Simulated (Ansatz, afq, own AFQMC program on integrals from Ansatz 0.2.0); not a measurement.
**AFQMC, coupled cluster and functionals along a coordinate of MgCl⁻, triplet**

```json
{"atom": "Cl", "x (Å)": "0.0000", "y (Å)": "0.0000", "z (Å)": "0.0000"}
{"atom": "Mg", "x (Å)": "0.0000", "y (Å)": "0.0000", "z (Å)": "2.2967"}
```

The Cl1–Mg2 distance is changed with both sides rigid. Energies in kcal/mol count from this geometry (2.297 Å) at the same level; the start stands on UHF, each point on the determinant named.

Basis aug-cc-pVDZ. Noble-gas cores (and the filled d shells of Ga–Kr and In–Xe) are frozen. Ansatz 0.2.0 and our own AFQMC program on the same integrals; the CISD trial comes from CCSD amplitudes, and released means the phaseless constraint is let go. Uncertainties: one standard error, sampling alone.

Cautions, each for one point or more: lower spins were not checked; the ph-AFQMC/CISD walk drifts between its halves.

| r(Cl1–Mg2) / Å | det. | T1 | weight | ⟨S²⟩ | CCSD(T) | ph-AFQMC/CISD | released AFQMC | CCSDT(Q) | r2SCAN | B3LYP |
| --- | --- | --- | --- | --- | --- | --- | --- | --- | --- | --- |
| 1.831 | UHF | 0.020 | 0.91 | 2.00 | 45.6 | 45.6 ± 0.2 | 45.4 ± 0.4* | 45.6 | 41.5 | 41.3 |
| 2.856 | UHF | 0.016 | 0.91 | 2.00 | 10.9 | 10.8 ± 0.4 | 10.4 ± 0.4* | 10.8 | 12.5 | 11.8 |
| 3.736 | UHF | 0.017 | 0.91 | 2.00 | 32.1 | 31.9 ± 0.4 | – | 32.0 | 34.0 | 32.0 |
| 5.030 | ROHF | 0.012 | 0.91 | pure | 44.4 | 44.4 ± 0.3 | 44.1 ± 0.6 | 44.4 | 45.8 | 42.8 |

Weight is that of the determinant in the CISD state; at the start T1 is 0.011 and the weight 0.91, and ⟨S²⟩ is 2.00. An asterisk marks released energies that aren't shown to be converged. A dash marks a missing value, a released energy that hasn't settled or a functional that sits on another state. Largest departures from CCSDT(Q), at the points where its series has closed: CCSD(T) 0.1 kcal/mol at 3.736 (on UHF), ph-AFQMC/CISD -0.1 kcal/mol at 3.736 (on UHF) (within the noise), r2SCAN -4.1 kcal/mol at 1.831, B3LYP -4.3 kcal/mol at 1.831. Functionals count only at points shown to share the start's state and spin. In this small basis the wave-function levels are far from their limit, so their gap to the functionals isn't the functionals' error.

Some points may be missing: those where a free walk finds a much lower state, and past Zn most of those on another determinant than at the start.

CCSDT and higher add their correlation energy to the determinant of the CCSD(T) run, since their own runs factorise the integrals more tightly (a shift of under 2 meV). A walk keeps the symmetry of its determinant, which the program's search chose and which needn't be the lowest solution, so a lower state of the same spin and another symmetry isn't excluded.
